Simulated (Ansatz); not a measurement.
A run of Ansatz (development build ahead of 0.2.0) on singlet CH2 at this shape:

```xyz
3

C     0.0000    0.0000   -0.1653
H     0.0000    0.7929    0.4958
H     0.0000   -0.7929    0.4958
```

Its results:

```
Converged                       : yes
Total energy                    : -38.88677 hartree
Spin squared of the determinant : 0.000
```

Task: Which input gives this output? Name the method, the orbitals and the basis set, and write the input.

Result: RHF in def2-TZVP. An unrestricted run that stays on the closed shell gives the same numbers.

```yaml
crystal:
  periodic: [false, false, false]
  atoms:
    - { symbol: C, position_ang: [0.0, 0.0, -0.16525] }
    - { symbol: H, position_ang: [0.0, 0.79294, 0.49576] }
    - { symbol: H, position_ang: [0.0, -0.79294, 0.49576] }
basis:
  gaussian: { orbitals: def2-TZVP }
hamiltonian:
  xc: hf
```

Caution: in another basis set an unrestricted determinant lies well below; another spin multiplicity may lie lower.
